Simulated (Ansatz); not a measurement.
# Al2H3Cl: vertical ionisation energy

How much energy removes an electron from Al2H3Cl at fixed geometry? The cation is run at each level and the neutral's energy taken from earlier runs.

The runs use Ansatz 0.2.0, Gaussian basis; unrestricted cation, the program's frozen cores in correlated methods.

Levels to be run: UKS PBE-D4/def2-TZVPP; UKS r2SCAN-D4/def2-TZVPP; UKS PBE0-D4/def2-TZVPP; UKS B3LYP-D4/def2-TZVPP; UKS wB97X-V/def2-TZVPP; UKS wB97M-V/def2-TZVPP; UKS B2PLYP/def2-TZVPP; UHF-CCSD(T)/def2-TZVPP; UHF-MP2/def2-QZVPP; extrapolation to the limit; then −ε(HOMO) from the neutral's earlier runs with LDA (SPW92), PBE-D4, revPBE-D4, BLYP-D4, r2SCAN-D4, B97M-V, PBE0-D4, B3LYP-D4, r2SCANh-D4, r2SCAN0-D4, HSE06-D4, BHLYP-D4, CAM-B3LYP-D4, LC-ωPBE, ωB97X-V, ωB97M-V.

### Step 1. The relaxed structure

An earlier PBE0-D4 in a triple-zeta def2 set relaxation fixed the geometry.

6 atoms, charge 0, spin multiplicity 1.

Atoms are counted from 1 here; the program's logs count them from 0.

Bond lengths: Al1–Al2 2.602 Å, Al1–H4 1.592 Å, Al1–H5 1.590 Å, Al2–Cl3 2.114 Å, Al2–H6 1.588 Å. Angles: Al2–Al1–H4 121.1°, Al2–Al1–H5 121.0°, H4–Al1–H5 117.9°, Al1–Al2–Cl3 116.9°, Al1–Al2–H6 129.0°, Cl3–Al2–H6 114.0°.

As a file:

| atom | x (Å) | y (Å) | z (Å) |
| --- | --- | --- | --- |
| Al1 | -0.8936 | 0.2552 | -0.9884 |
| Al2 | 0.8594 | -0.4409 | 0.8036 |
| Cl3 | 1.3065 | 0.9761 | 2.3072 |
| H4 | -1.2799 | -0.7226 | -2.1843 |
| H5 | -1.6131 | 1.6715 | -0.9234 |
| H6 | 1.6627 | -1.8034 | 0.9392 |

### Step 2. Cation, UKS PBE-D4/def2-TZVPP

in.yaml

```yaml
crystal:
  periodic: [false, false, false]
  atoms:
    - {symbol: Al, position_ang: [-0.893573, 0.255237, -0.988363]}
    - {symbol: Al, position_ang: [0.859361, -0.440896, 0.803590]}
    - {symbol: Cl, position_ang: [1.306493, 0.976144, 2.307152]}
    - {symbol: H, position_ang: [-1.279858, -0.722628, -2.184331]}
    - {symbol: H, position_ang: [-1.613061, 1.671457, -0.923444]}
    - {symbol: H, position_ang: [1.662738, -1.803414, 0.939195]}
basis:
  gaussian: {orbitals: def2-TZVPP}
total_charge: 1
magnetization: {spin_polarized: true, initial_magnetization: 1}
hamiltonian: {xc: pbe, dispersion: d4}
```

Launch:

```
> ansatz run in.yaml --threads 2 --pin off --events-out ev --progress --plain --max-ram 4352MiB
```

The log of the run:

```text
Functional definition: PBE
  name "PBE"
  cite "Perdew, Burke & Ernzerhof, Phys. Rev. Lett. 77, 3865 (1996) doi:10.1103/PhysRevLett.77.3865"
  parent pbe
  parameter kappa = 0.804
  parameter beta = 0.06672455060314922
  exchange = pbe_x(kappa = kappa, mu = beta*pi^2/3)
  correlation = pbe_c(beta = beta)
1009 factors; their error is unknown
mean field evaluation 1: about -25740.5061 eV, gradient 2.9e1 eV
mean field evaluation 2: about -25664.4186 eV, gradient 9.3e1 eV
mean field evaluation 4: about -25744.3068 eV, gradient 1.2e1 eV
mean field evaluation 8: about -25745.4218 eV, gradient 9.6e-2 eV
mean field evaluation 16: about -25745.4073 eV, gradient 3.7e-4 eV
mean field evaluation 32: about -25745.2216 eV, gradient 2.5e0 eV
mean field -25745.40733919 eV, -946.1262688513 hartree, gradient 1.2e-5 eV, S^2 0.753824; 3 other end points of the search recorded, 0 dependent functions left out
reference -25745.40738757 eV, -946.1262706293 hartree; 23, 22 occupied and 145, 146 virtual orbitals, 1009 factors
Total energy: -25745.49831401 eV, -946.1296121145 hartree
```

It took 4.2 s on 2 threads of Arm Neoverse V2, shared host.

The neutral molecule at this level: -25754.3806 eV. Difference: 8.882 eV. ⟨S²⟩ = 0.754.

### Step 3. Cation, UKS r2SCAN-D4/def2-TZVPP

Changes to in.yaml since step 2:

```diff
@@ -13,2 +13,2 @@
 magnetization: {spin_polarized: true, initial_magnetization: 1}
-hamiltonian: {xc: pbe, dispersion: d4}
+hamiltonian: {xc: r2scan, dispersion: d4}
```

Same command.

The log of the run, shortened:

```text
Functional definition: r2SCAN
  name "r2SCAN"
  cite "Furness, Kaplan, Ning, Perdew & Sun, J. Phys. Chem. Lett. 11, 8208 (2020) doi:10.1021/acs.jpclett.0c02405"
  cite "Furness, Kaplan, Ning, Perdew & Sun, J. Phys. Chem. Lett. 11, 9248 (2020) doi:10.1021/acs.jpclett.0c03077"
  parent r2scan
[...]
1009 factors; their error is unknown
[...]
mean field -25755.68866175 eV, -946.5041004866 hartree, gradient 4.7e-5 eV, S^2 0.759874; 3 other end points of the search recorded, 0 dependent functions left out
reference -25755.68867999 eV, -946.5041011568 hartree; 23, 22 occupied and 145, 146 virtual orbitals, 1009 factors
Total energy: -25755.70908429 eV, -946.5048510011 hartree
```

Run time: 11 s. Hardware: 2 threads of Arm Neoverse V2, shared host.

Less the neutral's -25764.7009 eV (earlier run), this gives 8.992 eV. ⟨S²⟩ = 0.760.

### Step 4. Cation, UKS PBE0-D4/def2-TZVPP

Changes to in.yaml since step 3:

```diff
@@ -13,2 +13,2 @@
 magnetization: {spin_polarized: true, initial_magnetization: 1}
-hamiltonian: {xc: r2scan, dispersion: d4}
+hamiltonian: {xc: pbe0, dispersion: d4}
```

Same command.

The log of the run:

```text
Functional definition: PBE0
  name "PBE0"
  cite "Adamo & Barone, J. Chem. Phys. 110, 6158 (1999) doi:10.1063/1.478522"
  cite "Perdew, Burke & Ernzerhof, Phys. Rev. Lett. 77, 3865 (1996) doi:10.1103/PhysRevLett.77.3865"
  parent pbe
  parameter a = 0.25
  parameter kappa = 0.804
  parameter beta = 0.06672455060314922
  exchange = (1 - a)*pbe_x(kappa = kappa, mu = beta*pi^2/3) + a*exact_x
  correlation = pbe_c(beta = beta)
1102 factors; their error is unknown
mean field evaluation 1: about -25744.1014 eV, gradient 2.5e1 eV
mean field evaluation 2: about -25725.6382 eV, gradient 5.7e1 eV
mean field evaluation 4: about -25747.4599 eV, gradient 2.7e0 eV
mean field evaluation 8: about -25747.4974 eV, gradient 8.3e-2 eV
mean field evaluation 16: about -25747.5470 eV, gradient 2.5e-4 eV
mean field -25747.54699987 eV, -946.2048999311 hartree, gradient 1.7e-5 eV, S^2 0.758928; 0 other end points of the search recorded, 0 dependent functions left out
reference -25747.54703621 eV, -946.2049012663 hartree; 23, 22 occupied and 145, 146 virtual orbitals, 1102 factors
Total energy: -25747.62567611 eV, -946.2077912297 hartree
```

Run time: 4.5 s. Hardware: 2 threads of Arm Neoverse V2, shared host; peak memory 0.44 GiB.

The neutral molecule at this level: -25756.7522 eV. Difference: 9.127 eV. ⟨S²⟩ = 0.759.

### Step 5. Cation, UKS B3LYP-D4/def2-TZVPP

Changes to in.yaml since step 4:

```diff
@@ -13,2 +13,2 @@
 magnetization: {spin_polarized: true, initial_magnetization: 1}
-hamiltonian: {xc: pbe0, dispersion: d4}
+hamiltonian: {xc: {name: B3LYP}, dispersion: d4}
```

Same command.

The log of the run, shortened:

```text
Functional definition: B3LYP
  name "B3LYP"
  cite "Stephens, Devlin, Chabalowski & Frisch, J. Phys. Chem. 98, 11623 (1994) doi:10.1021/j100096a001"
  cite "Becke, Phys. Rev. A 38, 3098 (1988) doi:10.1103/PhysRevA.38.3098"
  cite "Lee, Yang & Parr, Phys. Rev. B 37, 785 (1988) doi:10.1103/PhysRevB.37.785"
  cite "Vosko, Wilk & Nusair, Can. J. Phys. 58, 1200 (1980) doi:10.1139/p80-159"
[...]
1076 factors; their error is unknown
[...]
mean field -25759.79895876 eV, -946.6551511157 hartree, gradient 3.3e-5 eV, S^2 0.757760; 0 other end points of the search recorded, 0 dependent functions left out
reference -25759.79924558 eV, -946.6551616558 hartree; 23, 22 occupied and 145, 146 virtual orbitals, 1076 factors
Total energy: -25759.94887507 eV, -946.6606604382 hartree
```

It took 4.4 s on 2 threads of Arm Neoverse V2, shared host; peak memory 0.44 GiB.

The neutral molecule at this level: -25769.0930 eV. Difference: 9.144 eV. ⟨S²⟩ = 0.758.

### Step 6. Cation, UKS wB97X-V/def2-TZVPP

Changes to in.yaml since step 5:

```diff
@@ -13,2 +13,2 @@
 magnetization: {spin_polarized: true, initial_magnetization: 1}
-hamiltonian: {xc: {name: B3LYP}, dispersion: d4}
+hamiltonian: {xc: {name: wB97X-V}}
```

Same command.

The log of the run, shortened:

```text
Functional definition: wB97X-V
  name "wB97X-V"
  cite "Mardirossian & Head-Gordon, Phys. Chem. Chem. Phys. 16, 9904 (2014) doi:10.1039/C3CP54374A"
  cite "Becke, J. Chem. Phys. 107, 8554 (1997) doi:10.1063/1.475007"
  cite "Vydrov & Van Voorhis, J. Chem. Phys. 133, 244103 (2010) doi:10.1063/1.3521275"
[...]
      + integral(e_c_pw_opposite_spin*poly(b97_u_opposite, cos0, cos1)) + vv10(b, c)
1063 factors; their error is unknown
230 factors; integrals over basis functions are off by at most 2.7e-5 eV
[...]
mean field -25753.76688810 eV, -946.4334766075 hartree, gradient 2.7e-5 eV, S^2 0.761352; 0 other end points of the search recorded, 0 dependent functions left out
reference -25753.76688600 eV, -946.4334765305 hartree; 23, 22 occupied and 145, 146 virtual orbitals, 1063 factors
Total energy: -25753.76688600 eV, -946.4334765305 hartree
```

Wall time 13 s (2 threads of Arm Neoverse V2, shared host); peak memory 0.59 GiB.

Less the neutral's -25763.0964 eV (earlier run), this gives 9.329 eV. ⟨S²⟩ = 0.761.

### Step 7. Cation, UKS wB97M-V/def2-TZVPP

Changes to in.yaml since step 6:

```diff
@@ -13,2 +13,2 @@
 magnetization: {spin_polarized: true, initial_magnetization: 1}
-hamiltonian: {xc: {name: wB97X-V}}
+hamiltonian: {xc: {name: wB97M-V}}
```

The command is unchanged.

The log of the run, shortened:

```text
Functional definition: wB97M-V
  name "wB97M-V"
  cite "Mardirossian & Head-Gordon, J. Chem. Phys. 144, 214110 (2016) doi:10.1063/1.4952647"
  cite "Becke, J. Chem. Phys. 107, 8554 (1997) doi:10.1063/1.475007"
  cite "Vydrov & Van Voorhis, J. Chem. Phys. 133, 244103 (2010) doi:10.1063/1.3521275"
  # Of w^i u^j: cxij and so on, Table III.
[...]
  gx(w, u) = 1 - cx + cx01*u + cx10*w
  gss(w, u) = css00 + css04*u^4 + css10*w + css20*w^2 + css43*w^4*u^3
  gos(w, u) = cos00 + cos10*w + (cos20 + cos21*u)*w^2 + (cos60 + cos61*u)*w^6
[...]
      + integral(e_c_pw_mod_opposite_spin*gos(b97_w_opposite, b97_u_opposite)) + vv10(b, c)
1031 factors; their error is unknown
230 factors; integrals over basis functions are off by at most 2.7e-5 eV
[...]
mean field -25755.99525621 eV, -946.5153676249 hartree, gradient 7.7e-5 eV, S^2 0.756953; 0 other end points of the search recorded, 0 dependent functions left out
reference -25755.99531296 eV, -946.5153697106 hartree; 23, 22 occupied and 145, 146 virtual orbitals, 1031 factors
Total energy: -25755.99531296 eV, -946.5153697106 hartree
```

Wall time 14 s (2 threads of Arm Neoverse V2, shared host); peak memory 0.63 GiB.

The neutral molecule at this level: -25765.2696 eV. Difference: 9.274 eV. ⟨S²⟩ = 0.757.

### Step 8. Cation, UKS B2PLYP (frozen core)/def2-TZVPP

Changes to in.yaml since step 7:

```diff
@@ -13,2 +13,2 @@
 magnetization: {spin_polarized: true, initial_magnetization: 1}
-hamiltonian: {xc: {name: wB97M-V}}
+hamiltonian: {xc: {name: B2PLYP}}
```

The command is unchanged.

The log of the run, shortened:

```text
Functional definition: B2PLYP
  name "B2PLYP"
  cite "Grimme, J. Chem. Phys. 124, 034108 (2006) doi:10.1063/1.2148954"
  cite "Becke, Phys. Rev. A 38, 3098 (1988) doi:10.1103/PhysRevA.38.3098"
  cite "Lee, Yang & Parr, Phys. Rev. B 37, 785 (1988) doi:10.1103/PhysRevB.37.785"
[...]
987 factors; integrals over basis functions are off by at most 1.4e-3 eV
[...]
mean field -25745.05222291 eV, -946.1132185689 hartree, gradient 5.5e-6 eV, S^2 0.767199; 2 other end points of the search recorded, 0 dependent functions left out
15 core orbitals not correlated: weight in the atoms' cores, before any rotation towards them, 1.000 or more for the frozen orbitals, at most 0.000 for the correlated occupied ones
reference -25745.05240483 eV, -946.1132252541 hartree; 8, 7 occupied and 145, 146 virtual orbitals, 987 factors
second order -10.80781166 eV of doubles, -0.00000000 eV of singles
Total energy: -25747.97051397 eV, -946.2204637873 hartree
```

It took 7.5 s on 2 threads of Arm Neoverse V2, shared host; peak memory 0.42 GiB.

The neutral molecule at this level: -25757.1398 eV. Difference: 9.169 eV. ⟨S²⟩ = 0.767.

### Step 9. Cation, UHF-CCSD(T)/def2-TZVPP

Changes to in.yaml since step 8:

```diff
@@ -13,2 +13,3 @@
 magnetization: {spin_polarized: true, initial_magnetization: 1}
-hamiltonian: {xc: {name: B2PLYP}}
+correlation: {method: ccsd_t}
+scf: {omitted_lower_state_checks: [cluster_reference]}
```

Launched as before.

The log of the run, shortened:

```text
Functional definition: HF
  name "HF"
  cite "Fock, Z. Phys. 61, 126 (1930) doi:10.1007/BF01340294"
  parent pbe
[...]
987 factors; integrals over basis functions are off by at most 1.4e-3 eV
[...]
mean field -25710.38245446 eV, -944.8391280782 hartree, gradient 2.1e-6 eV, S^2 0.776335; 2 other end points of the search recorded, 0 dependent functions left out
15 core orbitals not correlated: weight in the atoms' cores, before any rotation towards them, 1.000 or more for the frozen orbitals, at most 0.000 for the correlated occupied ones
reference -25710.38245446 eV, -944.8391280782 hartree; 8, 7 occupied and 145, 146 virtual orbitals, 987 factors
second order -8.62073076 eV of doubles, -0.00000000 eV of singles
cycle   1  -9.44163440 eV  change   -8.2e-1 eV  update   8.6e-2
[...]
cycle  14  -9.88406305 eV  change   -1.2e-5 eV  update   9.2e-6
perturbative correction -0.37908753 eV, -0.0139312099 hartree
Total energy: -25720.64560504 eV, -945.2162919055 hartree
Checks for a lower state left out: cluster_reference
```

It took 51 s on 2 threads of Arm Neoverse V2, shared host; peak memory 2.7 GiB.

The neutral molecule at this level: -25729.9730 eV. Difference: 9.327 eV. ⟨S²⟩ = 0.776. T1 = 0.022 (report).

### Step 10. Cation, UHF-MP2/def2-QZVPP

Changes to in.yaml since step 9:

```diff
@@ -10,6 +10,6 @@
 basis:
-  gaussian: {orbitals: def2-TZVPP}
+  gaussian: {orbitals: "def2-QZVPP.json"}
 total_charge: 1
 magnetization: {spin_polarized: true, initial_magnetization: 1}
-correlation: {method: ccsd_t}
+correlation: {method: mp2}
 scf: {omitted_lower_state_checks: [cluster_reference]}
```

Same command.

The log of the run, shortened:

```text
Functional definition: HF
  name "HF"
  cite "Fock, Z. Phys. 61, 126 (1930) doi:10.1007/BF01340294"
  parent pbe
[...]
1738 factors; integrals over basis functions are off by at most 8.4e-4 eV
[...]
mean field -25711.12443017 eV, -944.8663951828 hartree, gradient 2.5e-6 eV, S^2 0.776322; 2 other end points of the search recorded, 0 dependent functions left out
15 core orbitals not correlated: weight in the atoms' cores, before any rotation towards them, 1.000 or more for the frozen orbitals, at most 0.000 for the correlated occupied ones
reference -25711.12443017 eV, -944.8663951828 hartree; 8, 7 occupied and 277, 278 virtual orbitals, 1738 factors
second order -9.40733983 eV of doubles, -0.00000000 eV of singles
Total energy: -25720.53177001 eV, -945.2121085452 hartree
Checks for a lower state left out: cluster_reference
```

Wall time 19 s (2 threads of Arm Neoverse V2, shared host); peak memory 0.99 GiB.

The neutral molecule at this level: -25729.8942 eV. Difference: 9.362 eV. ⟨S²⟩ = 0.776.

### Step 11. The basis-set limit

This step is arithmetic on the last runs, with X = 3 and 4: exp(−7.88√X) for Hartree-Fock, X^−2.97 for correlation; only MP2 was run in the larger set, so CCSD(T) minus MP2 is added from the smaller one.

| level | energy at the limit (eV) |
| --- | --- |
| HF | -25711.2266 |
| MP2 | -25721.2166 |
| CCSD | -25722.4800 |
| CCSD(T) | -25722.8591 |

The neutral's limit, from its own earlier runs, is -25732.3110 eV in the additive form (MP2 limit plus CCSD(T) minus MP2 in triple zeta), in which the cation has -25722.8591 eV.

### Step 12. Ionisation energies side by side

Differences are taken before rounding.

| method | ionisation energy (eV) | from CCSD(T)/CBS (eV) | time |
| --- | --- | --- | --- |
| PBE-D4 | 8.88 | -0.57 | 6 s |
| r2SCAN-D4 | 8.99 | -0.46 | 15 s |
| PBE0-D4 | 9.13 | -0.33 | 6.5 s |
| B3LYP-D4 | 9.14 | -0.31 | 7 s |
| ωB97X-V | 9.33 | -0.12 | 18 s |
| ωB97M-V | 9.27 | -0.18 | 22 s |
| B2PLYP | 9.17 | -0.28 | 11 s |
| HF/def2-TZVPP | 8.65 | -0.80 |  |
| MP2/def2-TZVPP | 9.29 | -0.16 |  |
| CCSD/def2-TZVPP | 9.34 | -0.11 |  |
| CCSD(T)/def2-TZVPP | 9.33 | -0.12 | 64 s |
| CCSD(T)/CBS | 9.45 | 0 | 91 s |

Among the levels timed on like hardware and quicker than the yardstick, those that no quicker one beats, quickest first: PBE-D4 (6 s, -0.57 eV); PBE0-D4 (6.5 s, -0.33 eV); B3LYP-D4 (7 s, -0.31 eV); B2PLYP (11 s, -0.28 eV); ωB97X-V (18 s, -0.12 eV).

Times add the cation's run and the neutral's; HF, MP2 and CCSD come out of the CCSD(T) runs.

For comparison, −ε(HOMO) of the neutral from earlier runs:

| functional | −ε(HOMO) (eV) | by energy difference (eV) |
| --- | --- | --- |
| LDA (SPW92) | 6.19 |  |
| PBE-D4 | 6.13 | 8.88 |
| revPBE-D4 | 6.10 |  |
| BLYP-D4 | 6.00 |  |
| r2SCAN-D4 | 6.37 | 8.99 |
| B97M-V | 6.42 |  |
| PBE0-D4 | 7.18 | 9.13 |
| B3LYP-D4 | 6.99 | 9.14 |
| r2SCANh-D4 | 6.75 |  |
| r2SCAN0-D4 | 7.32 |  |
| HSE06-D4 | 6.79 |  |
| BHLYP-D4 | 8.12 |  |
| CAM-B3LYP-D4 | 8.41 |  |
| LC-ωPBE | 9.68 |  |
| ωB97X-V | 9.37 | 9.33 |
| ωB97M-V | 9.08 | 9.27 |

### Step 13. Outcome

| quantity | value |
| --- | --- |
| ionisation energy, CCSD(T)/CBS | 9.45 eV |
| nearest functional by difference | ωB97X-V (-0.12 eV) |
| nearest −ε(HOMO) | ωB97X-V (-0.08 eV) |
| −ε(HOMO) of PBE | 6.13 eV |
| T1 of the cation | 0.022 |

By cation minus neutral, the functionals miss by 0.57 eV at most. The PBE orbital energy is 3.3 eV too small: a semilocal HOMO is no ionisation energy. Among orbital estimates ωB97X-V comes nearest. Hartree-Fock falls 0.80 eV short, as the neutral has more correlation energy than the cation.

For cost: ωB97X-V gets within 0.12 eV in 18 s, where CCSD(T)/CBS took 91 s; of the levels timed on like hardware the quickest, PBE-D4, takes 6 s and misses by 0.57 eV.
